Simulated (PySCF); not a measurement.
# Two-dimensional NMR puzzle

Compound of formula C$_{6}$H$_{12}$. Correlations simulated from computed shifts and the bond graph:

HSQC (one-bond C–H):
```tsv
δH	δC
5.82	144.8
2.08	32.5
0.96	17.6
```

COSY cross peaks (H two or three bonds apart, from the bond graph; peaks can be absent where the dihedral angle is near 90°):
```tsv
δH	δH
5.82	2.08
2.08	0.96
```

HMBC (two and three bonds, from the bond graph):
```tsv
δH	δC
5.82	144.8, 32.5, 17.6
2.08	144.8, 17.6
0.96	144.8, 32.5
```

[PySCF 2.14: structure optimised with PBE0-D3(BJ)/def2-TZVP; σ from GIAO-PBE0/pcSseg-2; one averaged value for each set of equivalent atoms; one conformer; no relativistic terms; isolated molecule]

δ = σ(ref) − σ, references computed at the same level: TMS for 1H (31.52 ppm) and 13C (186.03 ppm).

Exchangeable hydrogens are left out of these lists.

Problem. Work out the connectivity.

Solution. SMILES CC/C=C/CC.

Atoms are numbered as in `[CH3:1][CH2:2]/[CH:3]=[CH:4]/[CH2:5][CH3:6]`. Each H is labelled by its parent atom.

1. δC 144.8 is C3/C4, an alkene CH (δH 5.82).
2. δC 32.5 is C2/C5, an allylic sp3 CH2 (δH 2.08).
3. δC 17.6 is C1/C6, a methyl carbon (δH 0.96).
4. COSY links 5.82–2.08, 2.08–0.96.

This is the structure that produced the data.

Shifts are as computed. Against solution values, carbons near 30 ppm lie about +3 ppm off and those near 130 ppm about +9 ppm. Of 1309 compounds with measured shifts, 239 miss one by over three times the rms of a fit or turn the order of signals round; such compounds aren't used in these exercises.
